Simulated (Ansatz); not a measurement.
Species: CH$_{2}$O, SMILES `O=C` with one electron removed (charge 1, multiplicity 2), formula CH2O.

Problem. How many basis functions does frozen-core CCSD(T)/def2-TZVPP // r2SCAN-D4/def2-TZVP (Ansatz, a program for electronic structure) use, how many core orbitals are frozen, and how many electrons are correlated?

Solution. 90 basis functions and 2 frozen orbitals, which leaves 11 correlated electrons. Core time is of the order of seconds.
